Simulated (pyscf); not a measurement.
**Four-centre exchange: `[CH3][Te][CH3]` + `[H][H]` → `[CH3][TeH]` + `[CH4]`**

Gas phase, singlet surface, charge 0. Bonds broken: Te1–C2, H10–H11. Bonds formed: Te1–H10, C2–H11. PySCF, gas phase, ωB97X-D3(BJ)/def2-SVP geometries.

Transition state (Å):

```xyz
11

Te     0.1082     0.1255     1.1017
C     -2.0818     0.8138     0.2401
C      0.4080    -0.2211    -1.0617
H     -2.3724    -0.1148    -0.2654
H     -2.9628     1.1909     0.8002
H     -1.7594     1.5983    -0.4549
H      1.4459    -0.5979    -1.1018
H     -0.2639    -0.9899    -1.4686
H      0.3427     0.7015    -1.6555
H     -1.1283     0.7331     2.5944
H     -1.6335     0.7929     1.5004
```

One imaginary mode, 2345i cm⁻¹; descent along it reached the two sides named.

| bond | change | reactant side (Å) | saddle | product side |
|---|---|---|---|---|
| Te1–C2 | breaks | 2.141 | 2.452 | 4.6 |
| H10–H11 | breaks | 0.761 | 1.206 | 2.541 |
| Te1–H10 | forms | 3.3 | 2.031 | 1.658 |
| C2–H11 | forms | 3.6 | 1.338 | 1.099 |

Electronic energies relative to the separated reactants (kcal/mol):

```
level                   barrier  reaction energy  reverse barrier
----------------------  -------  ---------------  ---------------
ωB97X-D3(BJ)/def2-TZVP     87.5            -13.2            100.7
PBE/def2-TZVP              75.9            -14.8             90.7
r²SCAN/def2-TZVP           80.8            -14.8             95.6
B3LYP-D3(BJ)/def2-TZVP     83.3            -14.6             98.0
PBE0-D3(BJ)/def2-TZVP      80.7            -14.8             95.6
M06-2X/def2-TZVP           86.3            -13.2             99.6
ωB97M-D3(BJ)/def2-TZVP     85.8            -15.6            101.4
HF/def2-TZVP              105.8            -20.2            126.0
```

With ωB97M-D3(BJ)/def2-TZVP energies and thermal terms (ideal gas, 1 atm, RRHO with modes under 100 cm⁻¹ raised to 100, one conformer, R ln 2 for chiral ones without a mode under 150 cm⁻¹), in kcal/mol:

```csv
T (K),ΔH‡,ΔG‡,ΔH,ΔG
298,84.5,93.0,-13.4,-14.8
600,83.9,101.9,-14.7,-15.8
900,84.1,110.9,-15.7,-16.1
1200,84.5,119.8,-16.4,-16.1
```

At the saddle there is also a short H–Te contact that neither side keeps. From the product side, CH₃• + TeH• + CH₄ lies, by one bond made or cut, 41.3 kcal/mol under this saddle at ωB97M-D3(BJ)/def2-TZVP. The same reactants have a lower exit, to CH₃• + H₃C–Te• + H₂ (no saddle counted: cutting one bond costs +60.5 kcal/mol at ωB97M-D3(BJ)/def2-TZVP, against +85.8 kcal/mol here). This is the saddle that the search found; another between the same sides may lie lower. Elements past Kr carry the def2 core potentials, without spin-orbit coupling.
